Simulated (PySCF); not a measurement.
**Electronic absorption of fluorocyanoacetylene**

Species: fluorocyanoacetylene, C3FN.
Cartesian coordinates in Å at the GFN2-xTB level; atoms count from 1:
```xyz
5
C3FN angstrom
N     -2.427    0.074   -0.425
C     -1.299    0.040   -0.218
C      0.040    0.000    0.028
C      1.223   -0.036    0.248
F      2.473   -0.075    0.479
```

Computed, not measured: PySCF, TDDFT B3LYP/def2-SVPD, vertical, gas phase, core orbitals frozen in the response.

| state | E (eV) | ν̃ (cm⁻¹) | f | symmetry | main configurations (H = HOMO, L = LUMO) |
| --- | --- | --- | --- | --- | --- |
| S1 | 5.48 | 44180 | 0.0000 | – | H-1/H→L/L+1 (≥76%) |
| S2 | 5.64 | 45480 | 0.0000 | – | H-1/H→L/L+1 (≥85%) |
| S3 | 5.64 | 45480 | 0.0000 | – | H-1/H→L/L+1 (≥85%) |
| S4 | 7.07 | 56980 | 0.017 | Π | H-1/H→L+2 (99%) |
| S5 | 7.07 | 56980 | 0.017 | Π | H-1/H→L+2 (99%) |
| S6 | 7.97 | 64310 | 0.0000 | – | H-3→L/L+1 (≥49%), H-4→L/L+1 (≥37%) |
| S7 | 7.98 | 64370 | 0.014 | Π | H-2→L/L+1 (≥94%) |
| S8 | 7.98 | 64370 | 0.014 | Π | H-2→L/L+1 (≥94%) |

Triplets (Tamm–Dancoff): T1 4.49 eV, H-1/H→L/L+1 (≥74%); T2 4.90 eV, H-1/H→L/L+1 (≥87%); T3 4.90 eV, H-1/H→L/L+1 (≥87%).

The lowest singlet lies at 5.48 eV (226 nm, ultraviolet) and is dark (f under 0.0005); its leading configuration is HOMO-1/HOMO→LUMO/LUMO+1 (≥76%). The most intense listed level is S4/S5 at 7.07 eV (175 nm, f = 0.034 summed), 1.59 eV above S1. S2/S3, S4/S5 and S6/S7/S8 lie within about 0.01 eV of each other in each set; the point group C∞v has degenerate representations, and within a degenerate level the listed configurations can mix freely. Löwdin shares by element: HOMO (one of a set within 0.03 eV) carbon 67%, nitrogen 24%; LUMO (one of a set within 0.03 eV) carbon 65%, nitrogen 26%. Weighted by f, the mean energy of these states is 7.48 eV. The oscillator strengths of these states sum to 0.063; summed over the whole spectrum of an exact calculation they would give the number of electrons, 34 (Thomas–Reiche–Kuhn). Orbital energies (eV): HOMO-3 -11.33, HOMO-2 -10.66, HOMO-1 -8.76, HOMO -8.76, LUMO -1.55, LUMO+1 -1.55, LUMO+2 -0.64. Symmetry labels in C∞v follow from the direction of the transition dipole and are given only for states with f of 0.002 or more. Orbitals of the list HOMO-3 to LUMO+2 that lie within 0.01 eV of each other are written together with a slash and their weights summed (≥ marks a lower bound); for degenerate orbitals outside that list single weights are arbitrary. Singlets were solved by full linear response, triplets in the Tamm–Dancoff approximation.
